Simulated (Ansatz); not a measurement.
## Sodium, bcc: convergence with the k-point mesh

Computed with Ansatz, PBE, scalar-relativistic PAW, on the relaxed cell (a = 4.197 Å; spin not included). Errors count from a run at 420 eV on a Γ-centred 17×17×17 mesh with Fermi-Dirac smearing of 0.1 eV, extrapolated to zero width. Fixed here: cutoff 420 eV, Fermi-Dirac width 0.1 eV. The SCF starts from atomic densities corrected by a trained network.

```
  k-mesh  E(σ→0) error (meV/atom)  P (GPa)  SCF iterations
   2×2×2                    984.4     1.96               6
   3×3×3                   -146.9    -0.37               6
   4×4×4                     99.6     0.31               6
   5×5×5                     -0.4     0.02               6
   7×7×7                     -2.4     0.01               6
   9×9×9                     -5.3     0.00               6
11×11×11                     -2.7     0.00               6
15×15×15                      0.6     0.02               6
```

Within 5 meV/atom of the last row: from 11×11×11 on.
